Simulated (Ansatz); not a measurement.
## BiOBr (P4/nmm, No. 129)

Calculation: PBEsol+SOC in Ansatz (PAW).

Numerical settings: plane-wave cutoff 520 eV, 10×10×4 k mesh (along the axes of the cell as run), Fermi–Dirac smearing 0.01 eV, PAW data made under PBE.

Cell (measured lattice):

```yaml
crystal:
  lattice:
    - [3.91600, 0.00000, 0.00000]
    - [0.00000, 3.91600, 0.00000]
    - [0.00000, 0.00000, 8.07700]
  atoms:
    - { symbol: Bi, position: [0.00000, 0.50000, 0.15400] }
    - { symbol: Bi, position: [0.50000, 0.00000, 0.84600] }
    - { symbol: O, position: [0.00000, 0.00000, 0.00000] }
    - { symbol: O, position: [0.50000, 0.50000, 0.00000] }
    - { symbol: Br, position: [0.00000, 0.50000, 0.65300] }
    - { symbol: Br, position: [0.50000, 0.00000, 0.34700] }
```

* **band gap**: 1.75 eV (indirect)
* **smallest direct gap on the k points sampled**: 1.90 eV
* **direct gap at Γ**: 2.55 eV

Note: cell and atoms aren't relaxed at this level (largest force component 0.27 eV/Å, pressure 0.4 GPa).

Computed values are for the static lattice.

It cost around 5 core-minutes (rough) of CPU time.

Ansatz is a first-principles code.
